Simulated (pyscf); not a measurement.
H₂N–SiH(NH₂)–F + H atom (H•) → H₂N–Si•(NH₂)–F + hydrogen (H₂) (hydrogen abstraction; doublet surface; H–Si broken, H–H formed). Optimised with ωB97X-D3(BJ)/def2-SVP in PySCF. Energies in kJ/mol from the separated reactants.

| level | barrier | reaction energy |
|---|---|---|
| ωB97X-D3(BJ)/def2-TZVP | 24.3 | -25.7 |
| r²SCAN/def2-TZVP | [?] | -45.9 |
| PBE0-D3(BJ)/def2-TZVP | 10.3 | -32.5 |
| M06-2X/def2-TZVP | 29.6 | -37.4 |
| ωB97M-D3(BJ)/def2-TZVP | 25.2 | -23.5 |
| HF/def2-TZVP | [?] | [?] |

Fill in the missing entries.


- r²SCAN/def2-TZVP, barrier: -1.3
- HF/def2-TZVP, barrier: 73.5
- HF/def2-TZVP, reaction energy: -2.5

At r²SCAN this geometry lies under the reactants; that is no barrier but a single point on another level's saddle; such a level's own saddle, if it has one, lies nearer that side and is low. This is the saddle that the search found; another between the same sides may lie lower. The angle at the transferred H is 174°.
